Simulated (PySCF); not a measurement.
Structure with atom numbers: `[CH3:1][CH2:2][CH3:3]`. Hydrogens are named by the atom that carries them.

[PySCF 2.14.0 with density-fitted response routines: σ from GIAO-PBE/pcSseg-2; PBE0-D3(BJ)/def2-SVP geometry; no solvent model; non-relativistic Hamiltonian; single conformer; fast rotation and ring inversion assumed for equivalent nuclei]

δ = σ(ref) − σ, references computed at the same level: ¹³C (σ = 179.39 ppm) and ¹H (σ = 31.18 ppm) against TMS.

```csv
atoms,nucleus,count,δ (ppm)
C1/C3,¹³C,2,19.2
H(C2),¹H,2,?
H(C1)/H(C3),¹H,6,?
C2,¹³C,1,22.4
```

**Question.** Estimate the values marked ?.

**Answer.** 
- H(C2): 1.44 ppm, hydrogen on an sp3 CH2; far from electronegative atoms and π systems
- H(C1)/H(C3): 0.95 ppm, hydrogen on a methyl carbon; far from electronegative atoms and π systems

Shifts are as computed, not scaled to solution data. Of 1211 compounds with measured shifts, 218 miss one by over three times the rms of a fit or turn the order of signals round; such compounds aren't used in these exercises.
